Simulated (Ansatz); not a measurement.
Geometry optimisation, Ansatz 0.2.0, RKS PBE-D4/def2-SVP.

Input file:

```yaml
crystal:
  periodic: [false, false, false]
  atoms:
    - { symbol: B, position_ang: [0.0, 0.0, 0.0] }
    - { symbol: H, position_ang: [0.0, 0.0, 1.19] }
    - { symbol: H, position_ang: [1.0305, 0.0, -0.595] }
    - { symbol: C, position_ang: [-1.3856, 0.0, -0.8] }
    - { symbol: H, position_ang: [-1.9458, -0.9305, -0.5708] }
    - { symbol: H, position_ang: [-1.9898, 0.8797, -0.4946] }
    - { symbol: H, position_ang: [-1.1839, 0.0508, -1.8903] }
basis:
  gaussian: { orbitals: def2-SVP }
hamiltonian:
  xc: pbe
  dispersion: d4
relax:
  f_tol: 0.02
  max_steps: 40
```

Command:

```bash
$ ansatz run input.yaml --threads 1 --pin off --max-ram 2048MiB --backend cpu --events-out ev --progress --plain --runs-dir out
```

Q: Where does it end, and by what steps?

A: It converged. The force dipped under the threshold on the way, but the program's further checks kept it going. After 10 steps the energy has fallen by 0.083 eV; H3 moved furthest, 0.32 Å.

| step | energy less start (eV) | largest force component (eV/Å) | accepted |
| --- | --- | --- | --- |
| 0 | 0.0000 | 1.360 | yes |
| 1 | -0.0603 | 0.613 | yes |
| 2 | -0.0716 | 0.177 | yes |
| 3 | -0.0725 | 0.071 | yes |
| 4 | -0.0773 | 0.041 | yes |
| 5 | -0.0779 | 0.026 | yes |
| 6 | -0.0818 | 0.016 | yes |
| 7 | -0.0657 | 0.403 | no |
| 8 | -0.0826 | 0.039 | yes |
| 9 | -0.0823 | 0.080 | no |
| 10 | -0.0829 | 0.006 | yes |

```xyz
7
Properties=species:S:1:pos:R:3
B -0.017 0.021 -0.013
H 0.004 0.243 1.187
H 1.024 -0.319 -0.550
C -1.352 0.074 -0.810
H -1.743 -0.970 -0.676
H -2.136 0.736 -0.393
H -1.256 0.216 -1.905
```

Whether the end is a true minimum wasn't checked by a vibrational analysis.

The run took 8.9 s on 1 thread of Arm Neoverse V2 (shared host), peak memory 0.1 GiB.
